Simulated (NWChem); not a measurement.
# C2F2 (SMILES FC#CF) at 3 levels

Wanted: a comparison of 3 runs (BHLYP/cc-pVTZ, CAM-B3LYP/cc-pVTZ, M06-2X/cc-pVTZ) of C2F2. 

Program for the calculation: NWChem 7.3.0.

**1. The molecule**

C2F2: 4 atoms, total charge 0, spin state singlet. SMILES: `FC#CF`. Geometry: relaxed at PBE0-D4/def2-TZVP.

Bond lengths: F1–C2 1.277 Å, C2–C3 1.184 Å, C3–F4 1.277 Å. Angles: F1–C2–C3 180.0°, C2–C3–F4 180.0°.

**2. Energy and forces at BHLYP/cc-pVTZ (run 1)**

The input, c2f2.nw:

```
start c2f2
memory total 2200 mb
geometry noautosym nocenter noautoz
  F       -0.136400       0.128000       1.852800
  C       -0.033700       0.030200       0.583200
  C        0.061400      -0.060400      -0.593400
  F        0.164100      -0.158200      -1.863000
end
basis "ao basis" spherical bse
  * library cc-pVTZ
end
dft
  xc bhlyp
  mult 1
  grid fine
  convergence energy 1e-08
  maxiter 100
  mulliken
end
task dft gradient
```

Launch:

```sh
$ nwchem c2f2.nw > c2f2.out
```

Log:

```text
[...]
          Wavefunction type:  closed shell.
          No. of atoms     :     4
          No. of electrons :    30
[...]
          Charge           :     0
          Spin multiplicity:     1
[...]
          AO basis - number of functions:   120
[...]
              XC Information
              --------------
                        BHLYP Method XC Functional
                     Hartree-Fock (Exact) Exchange  0.500
                        Slater Exchange Functional  0.500 local
                    Becke 1988 Exchange Functional  0.500 non-local
              Lee-Yang-Parr Correlation Functional  1.000
[...]
 d= 0,ls=0.0,diis     1   -275.6832309626 -3.71D+02  4.16D-03  5.99D-01     3.8
[...]
 d= 0,ls=0.0,diis     8   -275.7319533059 -2.39D-10  5.52D-08  9.11D-11    25.4
         Total DFT energy =     -275.731953305874
      One electron energy =     -569.393834219024
           Coulomb energy =      229.772126362663
    Exchange-Corr. energy =      -31.621249319569
 Nuclear repulsion energy =       95.511003870056
[...]
  wavefunction    = closed shell
                         DFT ENERGY GRADIENTS
    atom               coordinates                        gradient
                 x          y          z           x          y          z
   1 F      -0.257759   0.241885   3.501284   -0.000545   0.000518   0.006723
   2 C      -0.063684   0.057070   1.102088   -0.002061   0.001965   0.025538
   3 C       0.116029  -0.114139  -1.121363    0.002061  -0.001965  -0.025538
   4 F       0.310104  -0.298955  -3.520560    0.000545  -0.000518  -0.006723
[...]
```

Wall time 37 s (1 thread of Intel Xeon Platinum 8259CL at 2.50GHz (Skylake/Cascade Lake), shared host); peak memory 0.13 GiB.

**3. Energy and gradient at CAM-B3LYP/cc-pVTZ (run 2)**

The input, c2f2.nw:

```
start c2f2
title "C2F2"
memory 2200 mb
geometry units angstrom noautosym nocenter noautoz
F    -0.136400    0.128000    1.852800
C    -0.033700    0.030200    0.583200
C     0.061400   -0.060400   -0.593400
F     0.164100   -0.158200   -1.863000
end
basis spherical bse
* library cc-pVTZ
end
dft
xc xcamb88 1.00 lyp 0.81 vwn_5 0.19 hfexch 1.00
cam 0.33 cam_alpha 0.19 cam_beta 0.46
grid fine
convergence energy 1e-08
direct
iterations 100
mulliken
end
task dft gradient
```

Launch:

```sh
$ nwchem c2f2.nw > c2f2.out
```

Log:

```text
[...]
          Wavefunction type:  closed shell.
          No. of atoms     :     4
          No. of electrons :    30
[...]
          Charge           :     0
          Spin multiplicity:     1
[...]
          AO basis - number of functions:   120
[...]
              XC Information
              --------------
                     Hartree-Fock (Exact) Exchange  1.000
                   CAM-Becke88 Exchange Functional  1.000
                      VWN V Correlation Functional  0.190 local
              Lee-Yang-Parr Correlation Functional  0.810
[...]
 d= 0,ls=0.0,diis     1   -275.7075707564 -3.71D+02  5.58D-03  9.23D-01    14.2
[...]
 d= 0,ls=0.0,diis     8   -275.7704239855 -2.05D-10  2.86D-07  6.66D-09   115.8
         Total DFT energy =     -275.770423985488
      One electron energy =     -569.378339249106
           Coulomb energy =      229.726697349716
    Exchange-Corr. energy =      -31.629785956155
 Nuclear repulsion energy =       95.511003870056
[...]
  wavefunction    = closed shell
[...]
                         DFT ENERGY GRADIENTS
    atom               coordinates                        gradient
                 x          y          z           x          y          z
   1 F      -0.257759   0.241885   3.501284    0.000346  -0.000330  -0.004286
   2 C      -0.063684   0.057070   1.102088   -0.001311   0.001250   0.016245
   3 C       0.116029  -0.114139  -1.121363    0.001311  -0.001250  -0.016245
   4 F       0.310104  -0.298955  -3.520560   -0.000346   0.000330   0.004286
[...]
```

It took 4 min on 1 thread of Intel Xeon Platinum 8259CL at 2.50GHz (Skylake/Cascade Lake), shared host; peak memory 0.12 GiB.

**4. Energy and gradient at M06-2X/cc-pVTZ (run 3)**

The input, run.nw:

```
start run
memory total 2200 mb

geometry noautosym nocenter noautoz
  F    -0.136400    0.128000    1.852800
  C    -0.033700    0.030200    0.583200
  C     0.061400   -0.060400   -0.593400
  F     0.164100   -0.158200   -1.863000
end

basis "ao basis" spherical bse
  * library cc-pVTZ
end

dft
  xc m06-2x
  grid fine
  convergence energy 1e-08
  iterations 100
  mulliken
end

task dft gradient
```

Launch:

```sh
$ nwchem run.nw > run.out
```

Log:

```text
[...]
          Wavefunction type:  closed shell.
          No. of atoms     :     4
          No. of electrons :    30
[...]
          Charge           :     0
          Spin multiplicity:     1
[...]
          AO basis - number of functions:   120
[...]
              XC Information
              --------------
                       M06-2X Method XC Functional
                     Hartree-Fock (Exact) Exchange  0.540
                        M06-2X Exchange Functional  1.000
                      M06-2X Correlation Potential  1.000
[...]
 d= 0,ls=0.0,diis     1   -275.7179787308 -3.71D+02  4.42D-03  5.96D-01     4.2
[...]
 d= 0,ls=0.0,diis     8   -275.7671424608 -1.30D-10  1.59D-07  1.38D-09    27.4
         Total DFT energy =     -275.767142460815
      One electron energy =     -569.204312441489
           Coulomb energy =      229.556797475989
    Exchange-Corr. energy =      -31.630631365371
 Nuclear repulsion energy =       95.511003870056
[...]
  wavefunction    = closed shell
                         DFT ENERGY GRADIENTS
    atom               coordinates                        gradient
                 x          y          z           x          y          z
   1 F      -0.257759   0.241885   3.501284    0.000423  -0.000403  -0.005240
   2 C      -0.063684   0.057070   1.102088   -0.001056   0.001007   0.013097
   3 C       0.116029  -0.114139  -1.121363    0.001056  -0.001007  -0.013097
   4 F       0.310104  -0.298955  -3.520560   -0.000423   0.000403   0.005240
[...]
```

Run time: 41 s. Hardware: 1 thread of Intel Xeon Platinum 8259CL at 2.50GHz (Skylake/Cascade Lake), shared host; peak memory 0.13 GiB.

**5. The series**

| run | level | energy (Eh) | dipole moment (D) | HOMO energy (eV) | LUMO energy (eV) | wall time |
| --- | --- | --- | --- | --- | --- | --- |
| 1 | BHLYP/cc-pVTZ | -275.731953 | 0.00 | -9.53 | 2.38 | 37 s |
| 2 | CAM-B3LYP/cc-pVTZ | -275.770424 | 0.00 | -9.62 | 2.34 | 4 min |
| 3 | M06-2X/cc-pVTZ | -275.767142 | 0.00 | -9.67 | 2.28 | 41 s |

**6. What came out**

| quantity | value |
| --- | --- |
| run 3: total energy | -275.76714 Eh |
| run 3: dipole moment | 0.00 D |
| run 3: HOMO energy | -9.67 eV |
| run 3: LUMO energy | 2.28 eV |
| run 3: HOMO–LUMO gap | 11.95 eV |
| run 3: largest force on an atom | 0.678 eV/Å |

What this shows: The HOMO–LUMO gap runs from 11.90 eV (BHLYP/cc-pVTZ) to 11.95 eV (CAM-B3LYP/cc-pVTZ). Totals of different functionals can't be ranked against each other. All runs together took 5.3 min, the longest 4 min.
